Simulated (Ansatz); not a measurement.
# BHO (quintet): the correlation ladder, 6-31G

How much of the correlation energy of BHO (quintet) does each wave-function method recover here?

Method: 6-31G, core rule «outside noble gas», up to 2 orbitals frozen; program: Ansatz 0.2.0, Gaussian basis.

To be run: UHF; CCSD(T) on ROHF; CCSD(T) on UHF; BCCD(T) on ROHF; CISD; CCSDT(Q) on ROHF; CCSDT(Q) on UHF; CCSDTQ on ROHF; CCSDTQ on UHF; CASSCF and MRCISD+Q, 10 electrons in 9 orbitals; CASSCF and NEVPT2, 10 electrons in 9 orbitals; Full CI.

4 further runs of the same task are left out: 4 set aside as unsound or not needed.

### 1 The geometry

The geometry is a PBE0/def2-TZVP stationary point (not a proven minimum) of the parent state, kept for this charge and spin.

3 atoms, charge 0, spin multiplicity 5.

Atoms are counted from 1 here; the program's logs count them from 0.

Bond lengths: B1–O2 1.342 Å, B1–H3 1.222 Å. Angles: O2–B1–H3 107.9°.

### 2 UHF

The input, in.yaml:

```yaml
crystal:
  periodic: [false, false, false]
  atoms:
    - {symbol: B, position_ang: [0.000000, -0.203796, 0.731699]}
    - {symbol: O, position_ang: [0.000000, 0.084016, -0.579305]}
    - {symbol: H, position_ang: [0.000000, 0.852259, 1.347434]}
basis:
  gaussian: {orbitals: 6-31G}
magnetization: {spin_polarized: true, initial_magnetization: 4}
hamiltonian: {xc: hf}
output: {orbitals: {seedname: orbitals}}
```

Command:

```bash
$ ansatz run in.yaml --threads 1 --pin off --events-out ev --progress --plain --max-ram 2816MiB --backend cpu
```

After this run come: CCSD(T) on ROHF; CCSD(T) on UHF; BCCD(T) on ROHF; CISD; CCSDT(Q) on ROHF; CCSDT(Q) on UHF; CCSDTQ on ROHF; CCSDTQ on UHF; CASSCF and MRCISD+Q, 10 electrons in 9 orbitals; CASSCF and NEVPT2, 10 electrons in 9 orbitals; Full CI.

Q: Predict the results of all the runs planned. Wanted: FCI below the RHF energy; RMP2 from FCI; UMP2 from FCI; RCCSD from FCI; RCCSD(T) from FCI; UCCSD(T) from FCI; RCCSDT(Q) from FCI; UCCSDT(Q) from FCI; NEVPT2 valence from FCI.

**Answer**, as computed:

| quantity | value |
| --- | --- |
| FCI below the RHF energy | -3.3696 eV |
| RMP2 from FCI | +908.7 meV |
| UMP2 from FCI | +854.2 meV |
| RCCSD from FCI | +98.2 meV |
| RCCSD(T) from FCI | +27.2 meV |
| UCCSD(T) from FCI | +25.2 meV |
| RCCSDT(Q) from FCI | +0.8 meV |
| UCCSDT(Q) from FCI | 0.0 meV |
| NEVPT2 valence from FCI | +503.0 meV |
| MRCISD+Q valence from FCI | +34.7 meV |
| levels within 1 kcal/mol (43 meV) | RCCSD(T), UCCSD(T), BCCD(T), RCCSDT, UCCSDT, RCCSDT(Q), UCCSDT(Q), RCCSDTQ, UCCSDTQ, MRCISD+Q valence |
| T1 diagnostic | 0.073 |
| effectively unpaired electrons | 4.02 |

In words: RCCSD(T) misses by +27.2 meV, 0.8 % of the correlation energy. The occupations are near whole numbers, but T1 = 0.073 shows that the orbitals relax strongly. Of the multireference levels listed MRCISD+Q valence comes nearest in total energy (+34.7 meV), which doesn't show that its space is the better one. These misses are within one basis, not against nature; the frozen cores of restricted and unrestricted runs differ, which can shift their rows.
